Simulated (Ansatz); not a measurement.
Start from `C=C(N)O` and change one atom or group to get `C=C(N)CF`.

Ansatz, PBE0-D4/def2-TZVP geometries, multiplicity 1. Each molecule was computed in one conformer, which needn't be the lowest.

```tsv
property	`C=C(N)O`
size of the dipole moment (ωB97M-V/def2-TZVPP) / D	1.07
size of the dipole moment (B3LYP/def2-TZVPP) / D	1.06
size of the dipole moment (PBE/def2-TZVPP) / D	1.05
HOMO–LUMO gap (PBE/def2-TZVPP) / eV	4.67
LUMO energy (B3LYP/def2-TZVPP) / eV	0.50
HOMO energy (PBE/def2-TZVPP) / eV	-4.66
```

**Question.** What does the change do to each property? (Best estimate.)

**Answer.** Computed: 
```tsv
property	`C=C(N)CF`	shift
size of the dipole moment (ωB97M-V/def2-TZVPP) / D	0.81	-0.26
size of the dipole moment (B3LYP/def2-TZVPP) / D	0.85	-0.21
size of the dipole moment (PBE/def2-TZVPP) / D	0.86	-0.19
HOMO–LUMO gap (PBE/def2-TZVPP) / eV	4.59	-0.08
LUMO energy (B3LYP/def2-TZVPP) / eV	0.19	-0.31
HOMO energy (PBE/def2-TZVPP) / eV	-5.13	-0.47
```

Dipoles are sizes alone; their direction can turn.

B3LYP here is the variant with VWN-RPA as its local correlation; programs differ in this.
